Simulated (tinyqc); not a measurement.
Coupled-perturbed Hartree-Fock on RHF in the sto-3g basis, for LiH, spin multiplicity 1, step by step. One step of it, computed by the program tinyqc.

Task: Integrals over molecular orbitals. (pq|rs) = sum C_ip C_jq C_kr C_ls (ij|kl), one index at a time.

coefficients C, order 1Li 1s, 1Li 2s, 1Li 2px, 1Li 2py, 1Li 2pz, 2H 1s:
$$\begin{pmatrix}
0.991362 & -0.157922 & -0.212052 & 0.000000 & 0.000000 & 0.108246 \\
0.033309 & 0.470022 & 0.798136 & 0.000000 & 0.000000 & -0.636110 \\
0.000000 & 0.000000 & 0.000000 & 0.430869 & 0.902414 & 0.000000 \\
0.000000 & 0.000000 & 0.000000 & 0.902414 & -0.430869 & 0.000000 \\
-0.005300 & 0.339780 & -0.607980 & 0.000000 & 0.000000 & -0.929848 \\
0.001260 & 0.561491 & -0.155779 & 0.000000 & 0.000000 & 1.097088
\end{pmatrix}$$

core Hamiltonian H = T + V (hartree), order 1Li 1s, 1Li 2s, 1Li 2px, 1Li 2py, 1Li 2pz, 2H 1s:
$$\begin{pmatrix}
-4.704055 & -1.056429 & 0.000000 & 0.000000 & -0.013071 & -0.205251 \\
-1.056429 & -1.376912 & 0.000000 & 0.000000 & -0.112077 & -0.589526 \\
0.000000 & 0.000000 & -1.119978 & 0.000000 & 0.000000 & 0.000000 \\
0.000000 & 0.000000 & 0.000000 & -1.119978 & 0.000000 & 0.000000 \\
-0.013071 & -0.112077 & 0.000000 & 0.000000 & -1.209296 & -0.747768 \\
-0.205251 & -0.589526 & 0.000000 & 0.000000 & -0.747768 & -1.359428
\end{pmatrix}$$

Two-electron integrals (ij|kl) in chemists' order, unique and non-zero (hartree):
```
(11|11) 1.680395   (21|11) 0.265420   (21|21) 0.049941   (22|11) 0.397727
(22|21) 0.092860   (22|22) 0.290562   (31|31) 0.008981   (32|31) 0.013788
(32|32) 0.064184   (33|11) 0.396640   (33|21) 0.092880   (33|22) 0.290497
(33|33) 0.312946   (41|41) 0.008981   (42|41) 0.013788   (42|42) 0.064184
(43|43) 0.016869   (44|11) 0.396640   (44|21) 0.092880   (44|22) 0.290497
(44|33) 0.279207   (44|44) 0.312946   (51|51) 0.008981   (52|51) 0.013788
(52|52) 0.064184   (53|53) 0.016869   (54|54) 0.016869   (55|11) 0.396640
(55|21) 0.092880   (55|22) 0.290497   (55|33) 0.279207   (55|44) 0.279207
(55|55) 0.312946   (61|11) 0.048476   (61|21) 0.009176   (61|22) 0.017411
(61|33) 0.017209   (61|44) 0.017209   (61|51) 0.001098   (61|52) 0.002141
(61|55) 0.017824   (61|61) 0.001846   (62|11) 0.124703   (62|21) 0.029518
(62|22) 0.099023   (62|33) 0.093756   (62|44) 0.093756   (62|51) 0.004754
(62|52) 0.029908   (62|55) 0.109460   (62|61) 0.006499   (62|62) 0.057781
(63|31) 0.002245   (63|32) 0.010752   (63|53) 0.004487   (63|63) 0.003901
(64|41) 0.002245   (64|42) 0.010752   (64|54) 0.004487   (64|64) 0.003901
(65|11) 0.157773   (65|21) 0.037706   (65|22) 0.131046   (65|33) 0.122108
(65|44) 0.122108   (65|51) 0.007355   (65|52) 0.045870   (65|55) 0.148775
(65|61) 0.008599   (65|62) 0.083391   (65|65) 0.121804   (66|11) 0.297442
(66|21) 0.071556   (66|22) 0.264558   (66|33) 0.241344   (66|44) 0.241344
(66|51) 0.012683   (66|52) 0.099526   (66|55) 0.310768   (66|61) 0.016324
(66|62) 0.194852   (66|65) 0.291456   (66|66) 0.774606
```

Give: one-electron integrals over orbitals h = C^T H C; Two-electron integrals over orbitals.

Result:

one-electron integrals over orbitals h = C^T H C (hartree):
$$\begin{pmatrix}
-4.695 & 0.100 & 0.165 & 0.000 & 0.000 & -0.045 \\
0.100 & -1.427 & 0.028 & 0.000 & 0.000 & -0.011 \\
0.165 & 0.028 & -1.114 & 0.000 & 0.000 & 0.027 \\
0.000 & 0.000 & 0.000 & -1.120 & 0.000 & 0.000 \\
0.000 & 0.000 & 0.000 & 0.000 & -1.120 & 0.000 \\
-0.045 & -0.011 & 0.027 & 0.000 & 0.000 & -0.979
\end{pmatrix}$$

Two-electron integrals over orbitals (pq|rs), unique and non-zero (hartree):
```
(11|11) 1.659       (21|11) -0.105      (21|21) 0.012       (22|11) 0.347
(22|21) 4.76e-03    (22|22) 0.475       (31|11) -0.140      (31|21) 0.011
(31|22) -0.014      (31|31) 0.022       (32|11) 0.017       (32|21) -2.96e-03
(32|22) -0.052      (32|31) 6.58e-05    (32|32) 0.015       (33|11) 0.395
(33|21) -0.010      (33|22) 0.219       (33|31) 1.53e-03    (33|32) 0.010
(33|33) 0.336       (41|41) 0.010       (42|41) 0.007       (42|42) 0.023
(43|41) 0.010       (43|42) 0.019       (43|43) 0.041       (44|11) 0.396
(44|21) -4.02e-03   (44|22) 0.262       (44|31) -0.005      (44|32) 0.008
(44|33) 0.281       (44|44) 0.313       (51|51) 0.010       (52|51) 0.007
(52|52) 0.023       (53|51) 0.010       (53|52) 0.019       (53|53) 0.041
(54|54) 0.017       (55|11) 0.396       (55|21) -4.02e-03   (55|22) 0.262
(55|31) -0.005      (55|32) 0.008       (55|33) 0.281       (55|44) 0.279
(55|55) 0.313       (61|11) 0.063       (61|21) -0.009      (61|22) -0.008
(61|31) -3.61e-03   (61|32) 2.21e-03    (61|33) 0.011       (61|44) 1.10e-03
(61|55) 1.10e-03    (61|61) 0.010       (62|11) -0.059      (62|21) 3.26e-03
(62|22) 0.119       (62|31) 2.23e-03    (62|32) -0.037      (62|33) -0.016
(62|44) -0.024      (62|55) -0.024      (62|61) 1.20e-04    (62|62) 0.126
(63|11) 0.019       (63|21) -2.94e-03   (63|22) -0.053      (63|31) 4.23e-03
(63|32) 0.011       (63|33) 0.036       (63|44) 3.89e-03    (63|55) 3.89e-03
(63|61) 4.35e-03    (63|62) -0.034      (63|63) 0.027       (64|41) -0.006
(64|42) -0.019      (64|43) -0.013      (64|64) 0.020       (65|51) -0.006
(65|52) -0.019      (65|53) -0.013      (65|65) 0.020       (66|11) 0.360
(66|21) 2.05e-03    (66|22) 0.446       (66|31) -0.011      (66|32) -0.045
(66|33) 0.240       (66|44) 0.265       (66|55) 0.265       (66|61) -4.15e-03
(66|62) 0.123       (66|63) -0.045      (66|66) 0.445
```
